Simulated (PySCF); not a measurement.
**Property card for `CCPC(C)=O`**

Species: C₄H₉OP.
Atom-mapped SMILES: `[CH3:1][CH2:2][PH:3][C:4]([CH3:5])=[O:6]` (hydrogens: H7, H8, H9 on C1; H10, H11 on C2; H12 on P3; H13, H14, H15 on C5)

Some functional groups and rings: phosphine.

From GFN2-xTB geometry:

```yaml
Point_group_of_the_GFN2-xTB_geometry: C1
Rotational_constants_A_B_C_of_the_GFN2-xTB_geometry: 5.672, 1.622, 1.403 GHz
```

From B3LYP/def2-SVPD ground state and vertical TDDFT (core frozen in the response) (PySCF):

```yaml
Dipole_moment: 1.84 D
HOMO_energy: -6.66 eV
LUMO_energy: -1.10 eV
HOMO–LUMO_gap: 5.56 eV
Lowest_singlet_excitation: 4.06 eV (306 nm, f = 0.007)
Strongest_line_among_the_8_lowest_singlet_transitions: S5 at 6.49 eV (191 nm, f = 0.085)
Lowest_triplet_excitation_Tamm–Dancoff: 3.45 eV
Static_isotropic_polarisability: 80.3 au
Electronic_spatial_extent_⟨r²⟩_about_the_centre_of_nuclear_charge: 909 bohr²
```

From PBE0/pcSseg-1 ground state and GIAO shieldings, non-relativistic (PySCF):

```yaml
Lowest_Hirshfeld_atomic_charge: -0.22 e on O6
Highest_Hirshfeld_atomic_charge: +0.12 e on C4
13C_chemical_shifts_computed_TMS_as_zero_by_class: 227.3 (C4), 34.6 (C5), 15.9 (C2), 15.4 (C1) ppm
1H_chemical_shifts_computed_TMS_as_zero_by_class: 3.39 (H12), 2.38 (H13/H14/H15), 1.99 (H10/H11), 1.14 (H7/H8/H9) ppm
Isotropic_shieldings_of_nuclei_other_than_C_and_H_by_class: -389 (O6), 369 (P3) ppm
Mayer_bond_orders_between_heavy_atoms: C1–C2 1.05, C2–P3 0.98, P3–C4 0.92, C4–C5 0.99, C4–O6 1.95
```

Monoisotopic mass (most abundant isotopes): 104.0391 u.

No computed singlet falls in the visible range (750 to 380 nm, 1.65 to 3.26 eV); S1 lies 0.80 eV above its blue end. With B = h/(8π²I), that is 505.379 GHz u Å² over I, the principal moments of inertia are 89.1, 311.6 and 360.3 u Å² (most abundant isotopes). The largest Löwdin shares of the LUMO are 0.38 on C4, 0.31 on O6, 0.12 on P3 and 0.07 on C5. The dipole matches unit charges of opposite sign 0.38 Å apart (1 e·Å = 4.8032 D).

One conformer (not necessarily the lowest) at the GFN2-xTB geometry, without solvent or vibrations. GFN2-xTB frequencies show an imaginary mode (36i cm⁻¹), so this geometry is no minimum at that level. NMR classes are plain means over equivalent atoms (diastereotopic ones count apart unless rotation or inversion swaps them), as if these changed places fast; in this geometry the members of some classes differ.

For the TDDFT job (B3LYP/def2-SVPD), hardware: one thread, Intel Xeon Platinum 8488C (x86_64), shared host with 192 logical CPUs at a one-minute load of 80. Cost: 45 s (with the writing of density and orbital grids), 0.80 GiB resident at most.

Conformer computed: `[CH3:1][CH2:2][PH:3][C:4]([CH3:5])=[O:6]`: C1–C2–P3–C4 128°, C2–P3–C4–C5 -164°.
